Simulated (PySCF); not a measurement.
# Basis-set dependence of population analyses: `C#CCC=O`

C4H4O.
Structure used (PBE0-D3(BJ)/def2-SVP), in Å, numbered top down from 1:
```xyz
9
C4H4O angstrom
C      2.126   -0.087    0.530
C      1.021   -0.294    0.080
C     -0.327   -0.487   -0.427
C     -1.335    0.474    0.184
O     -2.266    0.927   -0.419
H      3.112    0.084    0.920
H     -0.676   -1.507   -0.179
H     -0.379   -0.392   -1.523
H     -1.154    0.716    1.262
```

PBE0 throughout (PySCF), one geometry, spherical d and f functions. The structure is a single PBE0-D3(BJ)/def2-SVP conformer in the gas phase; no vibrational or solvent corrections. Atoms taken as equivalent share a column and are averaged. The first 7 of 8 kinds of atom are listed.

Mulliken charges (e):

```
        basis  functions      C1      C2      C3      C4      O5      H6   H7/H8
       STO-3G         29  -0.140  -0.042  -0.185  +0.115  -0.171  +0.121  +0.116
        6-31G         53  -0.438  +0.118  -0.471  +0.240  -0.365  +0.282  +0.238
     pcSseg-0         53  -0.298  -0.104  -0.562  +0.284  -0.435  +0.283  +0.304
       6-31G*         78  -0.467  +0.259  -0.552  +0.252  -0.359  +0.241  +0.239
     def2-SVP         90  -0.415  +0.194  +0.014  +0.129  -0.203  +0.051  +0.096
      cc-pVDZ         90  -0.382  +0.247  -0.066  +0.154  -0.188  +0.014  +0.099
     pcSseg-1        105  -0.336  +0.108  -0.210  +0.237  -0.335  +0.072  +0.183
  aug-cc-pVDZ        151  +0.827  -0.324  +0.155  +0.636  -0.500  -0.594  -0.016
6-311+G(2d,p)        159  -0.890  +1.024  -0.650  +0.176  -0.330  +0.164  +0.193
    def2-TZVP        179  -0.152  -0.083  -0.190  +0.098  -0.248  +0.182  +0.152
      cc-pVTZ        206  -0.197  -0.053  -0.141  +0.152  -0.230  +0.155  +0.128
     IGLO-III        215  -0.160  -0.075  -0.197  +0.271  -0.377  +0.154  +0.155
```

IAO charges (e):

| basis | functions | C1 | C2 | C3 | C4 | O5 | H6 | H7/H8 |
| --- | --- | --- | --- | --- | --- | --- | --- | --- |
| STO-3G | 29 | -0.167 | -0.040 | -0.321 | +0.099 | -0.166 | +0.162 | +0.167 |
| 6-31G | 53 | -0.228 | -0.033 | -0.338 | +0.236 | -0.343 | +0.204 | +0.193 |
| pcSseg-0 | 53 | -0.215 | -0.036 | -0.347 | +0.235 | -0.331 | +0.195 | +0.193 |
| 6-31G* | 78 | -0.223 | -0.036 | -0.331 | +0.279 | -0.363 | +0.199 | +0.186 |
| def2-SVP | 90 | -0.225 | -0.032 | -0.329 | +0.278 | -0.356 | +0.196 | +0.185 |
| cc-pVDZ | 90 | -0.232 | -0.034 | -0.333 | +0.276 | -0.356 | +0.202 | +0.187 |
| pcSseg-1 | 105 | -0.234 | -0.037 | -0.330 | +0.283 | -0.369 | +0.204 | +0.189 |
| aug-cc-pVDZ | 151 | -0.241 | -0.034 | -0.335 | +0.286 | -0.378 | +0.208 | +0.193 |
| 6-311+G(2d,p) | 159 | -0.241 | -0.034 | -0.338 | +0.287 | -0.380 | +0.208 | +0.193 |
| def2-TZVP | 179 | -0.240 | -0.034 | -0.337 | +0.288 | -0.378 | +0.208 | +0.193 |
| cc-pVTZ | 206 | -0.240 | -0.034 | -0.338 | +0.287 | -0.375 | +0.208 | +0.193 |
| IGLO-III | 215 | -0.241 | -0.034 | -0.339 | +0.287 | -0.380 | +0.209 | +0.194 |

Hirshfeld charges (e):

```json
{"basis": "STO-3G", "functions": "29", "C1": "-0.103", "C2": "-0.066", "C3": "+0.012", "C4": "+0.111", "O5": "-0.125", "H6": "+0.079", "H7/H8": "+0.039"}
{"basis": "6-31G", "functions": "53", "C1": "-0.121", "C2": "-0.053", "C3": "-0.035", "C4": "+0.146", "O5": "-0.217", "H6": "+0.102", "H7/H8": "+0.068"}
{"basis": "pcSseg-0", "functions": "53", "C1": "-0.114", "C2": "-0.051", "C3": "-0.042", "C4": "+0.145", "O5": "-0.202", "H6": "+0.098", "H7/H8": "+0.063"}
{"basis": "6-31G*", "functions": "78", "C1": "-0.122", "C2": "-0.055", "C3": "-0.035", "C4": "+0.148", "O5": "-0.219", "H6": "+0.102", "H7/H8": "+0.068"}
{"basis": "def2-SVP", "functions": "90", "C1": "-0.117", "C2": "-0.045", "C3": "-0.053", "C4": "+0.148", "O5": "-0.209", "H6": "+0.097", "H7/H8": "+0.069"}
{"basis": "cc-pVDZ", "functions": "90", "C1": "-0.119", "C2": "-0.048", "C3": "-0.050", "C4": "+0.142", "O5": "-0.201", "H6": "+0.098", "H7/H8": "+0.069"}
{"basis": "pcSseg-1", "functions": "105", "C1": "-0.115", "C2": "-0.045", "C3": "-0.057", "C4": "+0.148", "O5": "-0.215", "H6": "+0.098", "H7/H8": "+0.070"}
{"basis": "aug-cc-pVDZ", "functions": "151", "C1": "-0.113", "C2": "-0.046", "C3": "-0.065", "C4": "+0.142", "O5": "-0.217", "H6": "+0.098", "H7/H8": "+0.075"}
{"basis": "6-311+G(2d,p)", "functions": "159", "C1": "-0.114", "C2": "-0.050", "C3": "-0.060", "C4": "+0.143", "O5": "-0.220", "H6": "+0.099", "H7/H8": "+0.075"}
{"basis": "def2-TZVP", "functions": "179", "C1": "-0.116", "C2": "-0.047", "C3": "-0.060", "C4": "+0.143", "O5": "-0.217", "H6": "+0.098", "H7/H8": "+0.074"}
{"basis": "cc-pVTZ", "functions": "206", "C1": "-0.117", "C2": "-0.045", "C3": "-0.060", "C4": "+0.143", "O5": "-0.214", "H6": "+0.098", "H7/H8": "+0.073"}
{"basis": "IGLO-III", "functions": "215", "C1": "-0.114", "C2": "-0.046", "C3": "-0.065", "C4": "+0.142", "O5": "-0.217", "H6": "+0.098", "H7/H8": "+0.075"}
```

ESP-fitted charges (e):

| basis | functions | C1 | C2 | C3 | C4 | O5 | H6 | H7/H8 |
| --- | --- | --- | --- | --- | --- | --- | --- | --- |
| STO-3G | 29 | -0.324 | +0.035 | -0.224 | +0.404 | -0.294 | +0.217 | +0.107 |
| 6-31G | 53 | -0.483 | +0.094 | -0.300 | +0.598 | -0.492 | +0.319 | +0.147 |
| pcSseg-0 | 53 | -0.467 | +0.060 | -0.319 | +0.616 | -0.500 | +0.323 | +0.155 |
| 6-31G* | 78 | -0.494 | +0.092 | -0.243 | +0.488 | -0.426 | +0.327 | +0.134 |
| def2-SVP | 90 | -0.491 | +0.082 | -0.227 | +0.509 | -0.436 | +0.323 | +0.129 |
| cc-pVDZ | 90 | -0.491 | +0.075 | -0.209 | +0.471 | -0.412 | +0.325 | +0.126 |
| pcSseg-1 | 105 | -0.507 | +0.067 | -0.210 | +0.529 | -0.462 | +0.339 | +0.128 |
| aug-cc-pVDZ | 151 | -0.567 | +0.164 | -0.322 | +0.551 | -0.467 | +0.350 | +0.153 |
| 6-311+G(2d,p) | 159 | -0.568 | +0.150 | -0.291 | +0.522 | -0.461 | +0.356 | +0.149 |
| def2-TZVP | 179 | -0.566 | +0.152 | -0.295 | +0.521 | -0.452 | +0.353 | +0.148 |
| cc-pVTZ | 206 | -0.550 | +0.136 | -0.275 | +0.502 | -0.440 | +0.347 | +0.143 |
| IGLO-III | 215 | -0.561 | +0.150 | -0.294 | +0.527 | -0.459 | +0.350 | +0.148 |

Some averages cover members that differ in this geometry, most widely: H7/H8, Mulliken in aug-cc-pVDZ -0.073 to +0.041 e.

Q: Which scheme is steadiest as the basis changes?

A: Largest range over the bases for any column: Hirshfeld 0.10 e, IAO 0.21 e, ESP-fitted 0.24 e, Mulliken 1.72 e. Hirshfeld charges move least and Mulliken charges most, counted in e. Without the minimal STO-3G basis the ranges are Hirshfeld 0.03, IAO 0.05, ESP-fitted 0.14, Mulliken 1.72 e.

Q: How much do the charges still move between the two largest bases, cc-pVTZ and IGLO-III?

A: At most, over all atoms: Mulliken 0.147 e, IAO 0.005 e, Hirshfeld 0.005 e, ESP-fitted 0.025 e.

Q: What do the same runs give for the total energy, the frontier levels and the dipole moment?

A: 
```csv
basis,energy (Eh),HOMO (eV),LUMO (eV),μ (D)
STO-3G,-226.7591,-4.74,2.27,1.12
6-31G,-229.6234,-7.40,-0.84,2.36
pcSseg-0,-229.1644,-7.61,-0.98,2.37
6-31G*,-229.6872,-7.33,-0.66,2.15
def2-SVP,-229.5254,-7.51,-0.86,2.09
cc-pVDZ,-229.7093,-7.40,-0.76,2.00
pcSseg-1,-229.6716,-7.64,-1.00,2.23
aug-cc-pVDZ,-229.7242,-7.65,-1.16,2.25
"6-311+G(2d,p)",-229.7635,-7.68,-1.16,2.28
def2-TZVP,-229.7831,-7.64,-1.08,2.21
cc-pVTZ,-229.7757,-7.59,-1.00,2.15
IGLO-III,-229.7871,-7.67,-1.15,2.24
```

The dipole is fixed by the density alone, so its range of 1.25 D shows that the density itself changes with the basis, not only its division among atoms.
